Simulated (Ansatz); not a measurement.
**H2SO (triplet): B2PLYP, RPA-PBE over a scan of the distance O1–H3 along a hydrogen transfer, cc-pVTZ**

Aim: run H2SO (triplet) with these functionals over a scan of the distance O1–H3 along a hydrogen transfer, and hold them against the top wave-function level at the same points.

Method: cc-pVTZ, all electrons in the functionals, frozen cores in the correlation of double hybrids and RPA; program: Ansatz 0.2.0, Gaussian basis.

To be run: B2PLYP, RPA-PBE, at 0.960 Å; 1.006 Å; 1.098 Å; 1.190 Å; 1.282 Å.

**1. The geometry**

The geometry derives from fragments relaxed apart (PBE0/def2-TZVP) and kept rigid, so it is no stationary point. A hydrogen atom is moved between rigid fragments.

4 atoms, charge 0, spin multiplicity 3.

Atoms are counted from 1 here; the program's logs count them from 0.

Bond lengths: O1–H2 0.960 Å, O1–H3 0.960 Å. Angles: H2–O1–H3 105.1°.

No dispersion term is added.

The geometry shown and the zero of energy belong to the point 0.960 Å. The yardstick, UCCSDT(Q), and other wave-function levels (R restricted, U unrestricted, valence and pair active spaces) come from earlier runs.

**2. B2PLYP, 0.960 Å**

File in.yaml:

```yaml
crystal:
  periodic: [false, false, false]
  atoms:
    - {symbol: O, position_ang: [-0.843055, -0.231644, 0.000000]}
    - {symbol: H, position_ang: [-1.092364, 0.694932, 0.000000]}
    - {symbol: H, position_ang: [0.116474, -0.231644, 0.000000]}
    - {symbol: S, position_ang: [1.818945, -0.231644, 0.000000]}
basis:
  gaussian: {orbitals: cc-pVTZ}
magnetization: {spin_polarized: true, initial_magnetization: 2}
hamiltonian: {xc: {name: B2PLYP}}
correlation: {electrons: outside_noble_gas}
```

Launch:

```
$ ansatz run in.yaml --threads 2 --pin off --events-out ev --progress --plain --max-ram 24576MiB --backend cuda --devices 0, --max-vram 18GiB
```

The log of the run:

```text
Functional definition: B2PLYP
  name "B2PLYP"
  cite "Grimme, J. Chem. Phys. 124, 034108 (2006) doi:10.1063/1.2148954"
  cite "Becke, Phys. Rev. A 38, 3098 (1988) doi:10.1103/PhysRevA.38.3098"
  cite "Lee, Yang & Parr, Phys. Rev. B 37, 785 (1988) doi:10.1103/PhysRevB.37.785"
  parameter a = 0.53
  parameter c = 0.27
  exchange = (1 - a)*b88_x + a*exact_x
  correlation = (1 - c)*lyp_c + c*(mp2_os + mp2_ss)
540 factors; integrals over basis functions are off by at most 1.0e-3 eV
mean field evaluation 1: about -12900.8492 eV, gradient 3.5e1 eV
mean field evaluation 2: about -12900.8792 eV, gradient 3.5e1 eV
mean field evaluation 4: about -12904.7339 eV, gradient 7.7e0 eV
mean field evaluation 8: about -12905.0711 eV, gradient 6.7e-1 eV
mean field evaluation 16: about -12905.0775 eV, gradient 5.5e-2 eV
mean field evaluation 32: about -12905.0611 eV, gradient 4.0e0 eV
mean field evaluation 64: about -12881.5254 eV, gradient 3.5e1 eV
mean field evaluation 96: about -12905.1028 eV, gradient 7.2e-1 eV
mean field -12905.20002167 eV, -474.2573533378 hartree, gradient 4.7e-6 eV, S^2 2.008681; 6 other end points of the search recorded, 0 dependent functions left out
6 core orbitals not correlated: weight in the atoms' cores, before any rotation towards them, 1.000 or more for the frozen orbitals, at most 0.000 for the correlated occupied ones
reference -12905.20013168 eV, -474.2573573802 hartree; 8, 6 occupied and 78, 80 virtual orbitals, 540 factors
second order -12.85070704 eV of doubles, -0.00000000 eV of singles
Total energy: -12908.66982258 eV, -474.3848661690 hartree
```

Wall time 1.9 s (1 × H100 (card shared with other runs) with 2 threads of AMD EPYC 7R13, shared host); peak host memory 0.78 GiB.

From the report: ⟨S²⟩ of the determinant 2.009 (pure triplet: 2.00).

**3. B2PLYP, 1.006 Å**

File in.yaml:

```yaml
crystal:
  periodic: [false, false, false]
  atoms:
    - {symbol: O, position_ang: [-0.854673, -0.231644, 0.000000]}
    - {symbol: H, position_ang: [-1.103982, 0.694932, 0.000000]}
    - {symbol: H, position_ang: [0.151327, -0.231644, 0.000000]}
    - {symbol: S, position_ang: [1.807327, -0.231644, 0.000000]}
basis:
  gaussian: {orbitals: cc-pVTZ}
magnetization: {spin_polarized: true, initial_magnetization: 2}
hamiltonian: {xc: {name: B2PLYP}}
correlation: {electrons: outside_noble_gas}
```

The command is unchanged.

The log of the run, shortened:

```text
Functional definition: B2PLYP
  name "B2PLYP"
  cite "Grimme, J. Chem. Phys. 124, 034108 (2006) doi:10.1063/1.2148954"
  cite "Becke, Phys. Rev. A 38, 3098 (1988) doi:10.1103/PhysRevA.38.3098"
  cite "Lee, Yang & Parr, Phys. Rev. B 37, 785 (1988) doi:10.1103/PhysRevB.37.785"
[...]
541 factors; integrals over basis functions are off by at most 1.1e-3 eV
[...]
mean field -12905.11317737 eV, -474.2541618685 hartree, gradient 2.7e-6 eV, S^2 2.010545; 6 other end points of the search recorded, 0 dependent functions left out
6 core orbitals not correlated: weight in the atoms' cores, before any rotation towards them, 1.000 or more for the frozen orbitals, at most 0.000 for the correlated occupied ones
reference -12905.11328758 eV, -474.2541659188 hartree; 8, 6 occupied and 78, 80 virtual orbitals, 541 factors
second order -12.97684801 eV of doubles, -0.00000000 eV of singles
Total energy: -12908.61703655 eV, -474.3829263182 hartree
```

Wall time 1.9 s (1 × H100 (card shared with other runs) with 2 threads of AMD EPYC 7R13, shared host); peak host memory 0.78 GiB.

From the report: ⟨S²⟩ of the determinant 2.011 (pure triplet: 2.00).

From 0.960 Å: +1.2 kcal/mol.

**4. B2PLYP, 1.098 Å**

File in.yaml:

```yaml
crystal:
  periodic: [false, false, false]
  atoms:
    - {symbol: O, position_ang: [-0.877673, -0.231644, 0.000000]}
    - {symbol: H, position_ang: [-1.126982, 0.694932, 0.000000]}
    - {symbol: H, position_ang: [0.220327, -0.231644, 0.000000]}
    - {symbol: S, position_ang: [1.784327, -0.231644, 0.000000]}
basis:
  gaussian: {orbitals: cc-pVTZ}
magnetization: {spin_polarized: true, initial_magnetization: 2}
hamiltonian: {xc: {name: B2PLYP}}
correlation: {electrons: outside_noble_gas}
```

Launched as before.

The log of the run, shortened:

```text
Functional definition: B2PLYP
  name "B2PLYP"
  cite "Grimme, J. Chem. Phys. 124, 034108 (2006) doi:10.1063/1.2148954"
  cite "Becke, Phys. Rev. A 38, 3098 (1988) doi:10.1103/PhysRevA.38.3098"
  cite "Lee, Yang & Parr, Phys. Rev. B 37, 785 (1988) doi:10.1103/PhysRevB.37.785"
[...]
537 factors; integrals over basis functions are off by at most 1.2e-3 eV
[...]
mean field -12904.80158573 eV, -474.2427110870 hartree, gradient 3.0e-6 eV, S^2 2.017326; 7 other end points of the search recorded, 0 dependent functions left out
6 core orbitals not correlated: weight in the atoms' cores, before any rotation towards them, 1.000 or more for the frozen orbitals, at most 0.000 for the correlated occupied ones
reference -12904.80169617 eV, -474.2427151453 hartree; 8, 6 occupied and 78, 80 virtual orbitals, 537 factors
second order -13.15667064 eV of doubles, -0.00000000 eV of singles
Total energy: -12908.35399724 eV, -474.3732598019 hartree
```

Run time: 1.9 s. Hardware: 1 × H100 (card shared with other runs) with 2 threads of AMD EPYC 7R13, shared host; peak host memory 0.78 GiB.

From the report: ⟨S²⟩ of the determinant 2.017 (pure triplet: 2.00).

From 0.960 Å: +7.3 kcal/mol.

**5. B2PLYP, 1.190 Å**

File in.yaml:

```yaml
crystal:
  periodic: [false, false, false]
  atoms:
    - {symbol: O, position_ang: [-0.900673, -0.231644, 0.000000]}
    - {symbol: H, position_ang: [-1.149982, 0.694932, 0.000000]}
    - {symbol: H, position_ang: [0.289327, -0.231644, 0.000000]}
    - {symbol: S, position_ang: [1.761327, -0.231644, 0.000000]}
basis:
  gaussian: {orbitals: cc-pVTZ}
magnetization: {spin_polarized: true, initial_magnetization: 2}
hamiltonian: {xc: {name: B2PLYP}}
correlation: {electrons: outside_noble_gas}
```

Same command.

The log of the run, shortened:

```text
Functional definition: B2PLYP
  name "B2PLYP"
  cite "Grimme, J. Chem. Phys. 124, 034108 (2006) doi:10.1063/1.2148954"
  cite "Becke, Phys. Rev. A 38, 3098 (1988) doi:10.1103/PhysRevA.38.3098"
  cite "Lee, Yang & Parr, Phys. Rev. B 37, 785 (1988) doi:10.1103/PhysRevB.37.785"
[...]
537 factors; integrals over basis functions are off by at most 1.3e-3 eV
[...]
mean field -12904.49544036 eV, -474.2314604519 hartree, gradient 2.7e-6 eV, S^2 2.024428; 9 other end points of the search recorded, 0 dependent functions left out
6 core orbitals not correlated: weight in the atoms' cores, before any rotation towards them, 1.000 or more for the frozen orbitals, at most 0.000 for the correlated occupied ones
reference -12904.49555062 eV, -474.2314645042 hartree; 8, 6 occupied and 78, 80 virtual orbitals, 537 factors
second order -13.09337275 eV of doubles, -0.00000000 eV of singles
Total energy: -12908.03076127 eV, -474.3613810991 hartree
```

Run time: 2 s. Hardware: 1 × H100 (card shared with other runs) with 2 threads of AMD EPYC 7R13, shared host; peak host memory 0.78 GiB.

From the report: ⟨S²⟩ of the determinant 2.024 (pure triplet: 2.00).

From 0.960 Å: +14.7 kcal/mol.

**6. B2PLYP, 1.282 Å**

File in.yaml:

```yaml
crystal:
  periodic: [false, false, false]
  atoms:
    - {symbol: O, position_ang: [-0.923673, -0.231644, 0.000000]}
    - {symbol: H, position_ang: [-1.172982, 0.694932, 0.000000]}
    - {symbol: H, position_ang: [0.358327, -0.231644, 0.000000]}
    - {symbol: S, position_ang: [1.738327, -0.231644, 0.000000]}
basis:
  gaussian: {orbitals: cc-pVTZ}
magnetization: {spin_polarized: true, initial_magnetization: 2}
hamiltonian: {xc: {name: B2PLYP}}
correlation: {electrons: outside_noble_gas}
```

Same command.

The log of the run, shortened:

```text
Functional definition: B2PLYP
  name "B2PLYP"
  cite "Grimme, J. Chem. Phys. 124, 034108 (2006) doi:10.1063/1.2148954"
  cite "Becke, Phys. Rev. A 38, 3098 (1988) doi:10.1103/PhysRevA.38.3098"
  cite "Lee, Yang & Parr, Phys. Rev. B 37, 785 (1988) doi:10.1103/PhysRevB.37.785"
[...]
537 factors; integrals over basis functions are off by at most 1.3e-3 eV
[...]
mean field -12904.29833029 eV, -474.2242167907 hartree, gradient 5.0e-8 eV, S^2 2.022605; 9 other end points of the search recorded, 0 dependent functions left out
6 core orbitals not correlated: weight in the atoms' cores, before any rotation towards them, 1.000 or more for the frozen orbitals, at most 0.000 for the correlated occupied ones
reference -12904.29844030 eV, -474.2242208333 hartree; 8, 6 occupied and 78, 80 virtual orbitals, 537 factors
second order -12.76937356 eV of doubles, -0.00000000 eV of singles
Total energy: -12907.74617116 eV, -474.3509226055 hartree
```

Wall time 2.2 s (1 × H100 (card shared with other runs) with 2 threads of AMD EPYC 7R13, shared host); peak host memory 0.78 GiB.

From the report: ⟨S²⟩ of the determinant 2.023 (pure triplet: 2.00).

From 0.960 Å: +21.3 kcal/mol.

**7. RPA-PBE, 0.960 Å**

File in.yaml:

```yaml
crystal:
  periodic: [false, false, false]
  atoms:
    - {symbol: O, position_ang: [-0.843055, -0.231644, 0.000000]}
    - {symbol: H, position_ang: [-1.092364, 0.694932, 0.000000]}
    - {symbol: H, position_ang: [0.116474, -0.231644, 0.000000]}
    - {symbol: S, position_ang: [1.818945, -0.231644, 0.000000]}
basis:
  gaussian: {orbitals: cc-pVTZ}
magnetization: {spin_polarized: true, initial_magnetization: 2}
hamiltonian: {xc: {name: PBE}}
correlation: {method: rpa, electrons: outside_noble_gas}
```

Same command.

The log of the run, shortened:

```text
Functional definition: PBE
  name "PBE"
  cite "Perdew, Burke & Ernzerhof, Phys. Rev. Lett. 77, 3865 (1996) doi:10.1103/PhysRevLett.77.3865"
  parent pbe
[...]
540 factors; integrals over basis functions are off by at most 1.0e-3 eV
[...]
mean field -12906.55409198 eV, -474.3071145036 hartree, gradient 1.8e-6 eV, S^2 2.003846; 9 other end points of the search recorded, 0 dependent functions left out
6 core orbitals not correlated: weight in the atoms' cores, before any rotation towards them, 1.000 or more for the frozen orbitals, at most 0.000 for the correlated occupied ones
reference -12884.51329759 eV, -473.4971302497 hartree; 8, 6 occupied and 78, 80 virtual orbitals, 540 factors
Total energy: -12902.59854686 eV, -474.1617509017 hartree
```

Run time: 2.5 s. Hardware: 1 × H100 (card shared with other runs) with 2 threads of AMD EPYC 7R13, shared host; peak host memory 0.87 GiB.

From the report: ⟨S²⟩ of the determinant 2.004 (pure triplet: 2.00).

**8. RPA-PBE, 1.006 Å**

File in.yaml:

```yaml
crystal:
  periodic: [false, false, false]
  atoms:
    - {symbol: O, position_ang: [-0.854673, -0.231644, 0.000000]}
    - {symbol: H, position_ang: [-1.103982, 0.694932, 0.000000]}
    - {symbol: H, position_ang: [0.151327, -0.231644, 0.000000]}
    - {symbol: S, position_ang: [1.807327, -0.231644, 0.000000]}
basis:
  gaussian: {orbitals: cc-pVTZ}
magnetization: {spin_polarized: true, initial_magnetization: 2}
hamiltonian: {xc: {name: PBE}}
correlation: {method: rpa, electrons: outside_noble_gas}
```

The command is unchanged.

The log of the run, shortened:

```text
Functional definition: PBE
  name "PBE"
  cite "Perdew, Burke & Ernzerhof, Phys. Rev. Lett. 77, 3865 (1996) doi:10.1103/PhysRevLett.77.3865"
  parent pbe
[...]
541 factors; integrals over basis functions are off by at most 1.1e-3 eV
[...]
mean field -12906.56383226 eV, -474.3074724525 hartree, gradient 1.7e-6 eV, S^2 2.004013; 10 other end points of the search recorded, 0 dependent functions left out
6 core orbitals not correlated: weight in the atoms' cores, before any rotation towards them, 1.000 or more for the frozen orbitals, at most 0.000 for the correlated occupied ones
reference -12884.30160472 eV, -473.4893506800 hartree; 8, 6 occupied and 78, 80 virtual orbitals, 541 factors
Total energy: -12902.55587915 eV, -474.1601828923 hartree
```

Run time: 2.6 s. Hardware: 1 × H100 (card shared with other runs) with 2 threads of AMD EPYC 7R13, shared host; peak host memory 0.87 GiB.

From the report: ⟨S²⟩ of the determinant 2.004 (pure triplet: 2.00).

From 0.960 Å: +1.0 kcal/mol.

**9. RPA-PBE, 1.098 Å**

File in.yaml:

```yaml
crystal:
  periodic: [false, false, false]
  atoms:
    - {symbol: O, position_ang: [-0.877673, -0.231644, 0.000000]}
    - {symbol: H, position_ang: [-1.126982, 0.694932, 0.000000]}
    - {symbol: H, position_ang: [0.220327, -0.231644, 0.000000]}
    - {symbol: S, position_ang: [1.784327, -0.231644, 0.000000]}
basis:
  gaussian: {orbitals: cc-pVTZ}
magnetization: {spin_polarized: true, initial_magnetization: 2}
hamiltonian: {xc: {name: PBE}}
correlation: {method: rpa, electrons: outside_noble_gas}
```

Same command.

The log of the run, shortened:

```text
Functional definition: PBE
  name "PBE"
  cite "Perdew, Burke & Ernzerhof, Phys. Rev. Lett. 77, 3865 (1996) doi:10.1103/PhysRevLett.77.3865"
  parent pbe
[...]
537 factors; integrals over basis functions are off by at most 1.2e-3 eV
[...]
mean field -12906.41913667 eV, -474.3021549877 hartree, gradient 4.6e-6 eV, S^2 2.004510; 12 other end points of the search recorded, 0 dependent functions left out
6 core orbitals not correlated: weight in the atoms' cores, before any rotation towards them, 1.000 or more for the frozen orbitals, at most 0.000 for the correlated occupied ones
reference -12883.73171810 eV, -473.4684077333 hartree; 8, 6 occupied and 78, 80 virtual orbitals, 537 factors
Total energy: -12902.32854339 eV, -474.1518284573 hartree
```

It took 2.7 s on 1 × H100 (card shared with other runs) with 2 threads of AMD EPYC 7R13, shared host; peak host memory 0.87 GiB.

From the report: ⟨S²⟩ of the determinant 2.005 (pure triplet: 2.00).

From 0.960 Å: +6.2 kcal/mol.

**10. RPA-PBE, 1.190 Å**

File in.yaml:

```yaml
crystal:
  periodic: [false, false, false]
  atoms:
    - {symbol: O, position_ang: [-0.900673, -0.231644, 0.000000]}
    - {symbol: H, position_ang: [-1.149982, 0.694932, 0.000000]}
    - {symbol: H, position_ang: [0.289327, -0.231644, 0.000000]}
    - {symbol: S, position_ang: [1.761327, -0.231644, 0.000000]}
basis:
  gaussian: {orbitals: cc-pVTZ}
magnetization: {spin_polarized: true, initial_magnetization: 2}
hamiltonian: {xc: {name: PBE}}
correlation: {method: rpa, electrons: outside_noble_gas}
```

Launched as before.

The log of the run, shortened:

```text
Functional definition: PBE
  name "PBE"
  cite "Perdew, Burke & Ernzerhof, Phys. Rev. Lett. 77, 3865 (1996) doi:10.1103/PhysRevLett.77.3865"
  parent pbe
[...]
537 factors; integrals over basis functions are off by at most 1.3e-3 eV
[...]
mean field -12906.18149879 eV, -474.2934219566 hartree, gradient 1.1e-6 eV, S^2 2.005147; 12 other end points of the search recorded, 0 dependent functions left out
6 core orbitals not correlated: weight in the atoms' cores, before any rotation towards them, 1.000 or more for the frozen orbitals, at most 0.000 for the correlated occupied ones
reference -12883.16830692 eV, -473.4477027543 hartree; 8, 6 occupied and 78, 80 virtual orbitals, 537 factors
Total energy: -12902.05583136 eV, -474.1418064750 hartree
```

It took 2.4 s on 1 × H100 (card shared with other runs) with 2 threads of AMD EPYC 7R13, shared host; peak host memory 0.87 GiB.

From the report: ⟨S²⟩ of the determinant 2.005 (pure triplet: 2.00).

From 0.960 Å: +12.5 kcal/mol.

**11. RPA-PBE, 1.282 Å**

File in.yaml:

```yaml
crystal:
  periodic: [false, false, false]
  atoms:
    - {symbol: O, position_ang: [-0.923673, -0.231644, 0.000000]}
    - {symbol: H, position_ang: [-1.172982, 0.694932, 0.000000]}
    - {symbol: H, position_ang: [0.358327, -0.231644, 0.000000]}
    - {symbol: S, position_ang: [1.738327, -0.231644, 0.000000]}
basis:
  gaussian: {orbitals: cc-pVTZ}
magnetization: {spin_polarized: true, initial_magnetization: 2}
hamiltonian: {xc: {name: PBE}}
correlation: {method: rpa, electrons: outside_noble_gas}
```

The command is unchanged.

The log of the run, shortened:

```text
Functional definition: PBE
  name "PBE"
  cite "Perdew, Burke & Ernzerhof, Phys. Rev. Lett. 77, 3865 (1996) doi:10.1103/PhysRevLett.77.3865"
  parent pbe
[...]
537 factors; integrals over basis functions are off by at most 1.3e-3 eV
[...]
mean field -12905.90794467 eV, -474.2833690279 hartree, gradient 1.1e-6 eV, S^2 2.005635; 12 other end points of the search recorded, 0 dependent functions left out
6 core orbitals not correlated: weight in the atoms' cores, before any rotation towards them, 1.000 or more for the frozen orbitals, at most 0.000 for the correlated occupied ones
reference -12882.75492957 eV, -473.4325114167 hartree; 8, 6 occupied and 78, 80 virtual orbitals, 537 factors
Total energy: -12901.80258421 eV, -474.1324998140 hartree
```

It took 2.4 s on 1 × H100 (card shared with other runs) with 2 threads of AMD EPYC 7R13, shared host; peak host memory 0.87 GiB.

From the report: ⟨S²⟩ of the determinant 2.006 (pure triplet: 2.00).

From 0.960 Å: +18.4 kcal/mol.

**12. Against the wave-function levels**

The yardstick is UCCSDT(Q), where the cluster series has nearly closed. It comes from earlier runs at the same points. Energies in kcal/mol, counted from 0.960 Å; blanks weren't run or aren't comparable.

| level | 0.960 Å | 1.006 Å | 1.098 Å | 1.190 Å | 1.282 Å |
| --- | --- | --- | --- | --- | --- |
| UCCSDT(Q) | 0.0 | 1.7 | 8.7 | 16.7 | 23.3 |
| B2PLYP | 0.0 | 1.2 | 7.3 | 14.7 | 21.3 |
| RPA-PBE | 0.0 | 1.0 | 6.2 | 12.5 | 18.4 |

Largest miss and mean time a point (UCCSDT(Q) took 23 s a point; shared hosts):

| level | largest miss (kcal/mol) | where | time a point |
| --- | --- | --- | --- |
| B2PLYP | -2.0 | 1.282 Å | 2 s |
| RPA-PBE | -5.0 | 1.282 Å | 2.5 s |

**13. Outcome**

| quantity | value |
| --- | --- |
| span of the UCCSDT(Q) curve | 23.3 kcal/mol |
| largest miss, B2PLYP | -2.0 kcal/mol (1.282 Å) |
| largest miss, RPA-PBE | -5.0 kcal/mol (1.282 Å) |

Of the functionals, B2PLYP keep the smallest largest miss at the points compared (at most 2.0 kcal/mol) and RPA-PBE strays most (5.0 kcal/mol, at 1.282 Å). Functionals and the yardstick converge differently with the basis, so part of each miss in cc-pVTZ is the basis.
